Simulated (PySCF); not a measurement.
Species: NO+, NO (charge +1).
SMILES: `N#[O+]`

Level of theory: PBE0/def2-TZVP geometry optimisation, gas phase (PySCF).

Masses are those of the commonest isotopes; rigid-rotor values at the optimised geometry. 

What are the moment of inertia and the rotational constant?

I = 8.290 u·Å², B = 505379 MHz·u·Å²/I = 60964 MHz (2.0335 cm⁻¹, or 2.926 K as hB/k). For two atoms I = μr² with μ = 7.4664 u and r = 1.0537 Å.

List the first levels of a rigid rotor in a Σ state.

E(J) = BJ(J+1): J = 1: 4.067, J = 2: 12.201, J = 3: 24.402, J = 4: 40.671, J = 5: 61.006, J = 6: 85.408 cm⁻¹.

Where do the first rotational lines fall?

The dipole is 0.38 D (about the centre of mass, as the species is charged); J+1 ← J lies at 2B(J+1): 1 ← 0 at 121.93 GHz, 2 ← 1 at 243.85 GHz, 3 ← 2 at 365.78 GHz, 4 ← 3 at 487.71 GHz, 5 ← 4 at 609.64 GHz, 6 ← 5 at 731.56 GHz.

Estimate the classical rotational partition function at 100 K and 500 K.

Point group C∞v, symmetry number σ = 1; q = kT/(σhB), k/h = 20836.6 MHz/K: 34.2 at 100 K, 171 at 500 K.

Not checked by PBE0/def2-TZVP frequencies. Isolated species at its PBE0/def2-TZVP geometry, gas phase. No vibrational averaging or centrifugal distortion is included, and the geometry carries the error of its method.
